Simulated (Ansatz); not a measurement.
**A geometry optimisation of CH3MgP with PBE0-D4/def2-TZVP**

The starting geometry of this gas-phase singlet was optimised with GFN2-xTB.

```xyz
6

C    -2.0382   -1.0596   -1.1208
Mg   -0.2963   -0.4750   -2.4559
P    -1.7907   -2.4075   -0.0626
H    -2.2021   -0.0819   -0.6663
H    -2.7159   -1.2718   -1.9512
H    -1.2554   -1.6662    1.0020
```

Predict what becomes of its bonds when it is optimised with PBE0-D4/def2-TZVP.

It falls apart into CH3P + Mg. Contacts that open: C1–Mg2 (2.27 → 3.43 Å).

The energy falls by 0.30 eV over 12 steps:

| step | E − E(last) (eV) |
| --- | --- |
| 1 | 0.300 |
| 2 | 0.211 |
| 3 | 0.118 |
| 5 | 0.019 |
| 6 | 0.004 |
| 7 | 0.002 |
| 8 | 0.000 |
| 10 | 0.000 |
| 11 | 0.000 |
| 12 | 0.000 |

Final geometry (Å):

```xyz
6

C    -2.2933   -1.1650   -0.9058
Mg    0.1776   -0.1421   -3.0491
P    -1.8899   -2.4648    0.0486
H    -2.1697   -0.1240   -0.6282
H    -2.7631   -1.3391   -1.8697
H    -1.3601   -1.7269    1.1495
```

The end wasn't checked by frequencies. Run with Ansatz 0.2.0, 21 s on 2 threads of Arm Neoverse V1 (shared host).
